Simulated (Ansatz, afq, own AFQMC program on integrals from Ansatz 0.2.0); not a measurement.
## AFQMC, coupled cluster and functionals along a coordinate of H$_{2}$ + Si, triplet

```xyz
3

H     0.0000    0.0000   -1.1670
H     0.0000    0.0000   -0.4220
Si    0.0000    0.0000    1.5890
```

A hydrogen atom is moved from one rigid fragment to the other; the H1–H2 distance tells how far. The two fragments are held close together, so this isn't a minimum-energy path and the start is a compressed complex. Energies in mEh count from this geometry (0.745 Å) at the same level; the start stands on UHF, each point on the determinant named.

Basis cc-pVTZ. Only valence electrons are correlated. AFQMC by an in-house program on the Cholesky factors that Ansatz 0.2.0 writes for its CCSD(T) run. ph-AFQMC/CISD is guided by a CISD state made of CCSD amplitudes; releasing the constraint for a short imaginary time cuts its bias at the price of noise, slowly where states lie close. Uncertainties: one standard error, sampling alone.

Cautions, each for one point or more: higher spins were not checked; lower spins were not checked; strong correlation; the determinant is a saddle point among determinants of its kind; the search met a lower determinant of the same kind, perhaps of another symmetry; unrestricted determinant spin contaminated.

| r(H1–H2) / Å | det. | T1 | weight | ⟨S²⟩ | CCSD(T) | ph-AFQMC/CISD | released AFQMC | CCSDT(Q) | PBE0 | B3LYP |
| --- | --- | --- | --- | --- | --- | --- | --- | --- | --- | --- |
| 0.908 | UHF | 0.016 | 0.91 | 2.02 | 14.4 | 14.2 ± 0.2 | 14.3 ± 0.06* | 14.3 | 12.2 | 13.4 |
| 0.990 | UHF | 0.017 | 0.90 | 2.03 | 27.2 | 27.0 ± 0.1 | 26.9 ± 0.08* | 26.9 | 24.1 | 25.9 |
| 1.071 | UHF | 0.058 | 0.86 | 2.21 | 41.3 | 41.0 ± 0.1 | – | 40.8 | 37.4 | 37.1 |
| 1.153 | UHF† | 0.025 | 0.90 | 2.04 | 51.0 | 50.7 ± 0.1 | 50.7 ± 0.07* | 50.7 | 44.5 | 43.5 |
| 1.316 | UHF† | 0.023 | 0.91 | 2.02 | 61.7 | 61.6 ± 0.09 | – | 61.6 | 57.0 | 55.6 |

Weight is that of the determinant in the CISD state; at the start T1 is 0.016 and the weight 0.91, and ⟨S²⟩ is 2.02. An asterisk marks released energies that aren't shown to be converged. A dagger marks points whose determinant fills other symmetries than the start's, so the wave-function levels may follow another state there, or a degenerate partner. A dash marks a missing value, a released energy that hasn't settled or a functional that sits on another state. Largest departures from CCSDT(Q), at the points where its series has closed: CCSD(T) 0.3 mEh at 1.153 (on UHF), ph-AFQMC/CISD 0.1 mEh at 0.990 (on UHF) (within the noise), PBE0 -2.8 mEh at 0.990, B3LYP -1.1 mEh at 0.990. Functionals count only at points shown to share the start's state and spin.

Some points may be missing: those where a free walk finds a much lower state, and past Zn most of those on another determinant than at the start.

CCSDT and higher add their correlation energy to the determinant of the CCSD(T) run, since their own runs factorise the integrals more tightly (a shift of under 2 meV). A walk keeps the symmetry of its determinant, which the program's search chose and which needn't be the lowest solution, so a lower state of the same spin and another symmetry isn't excluded.
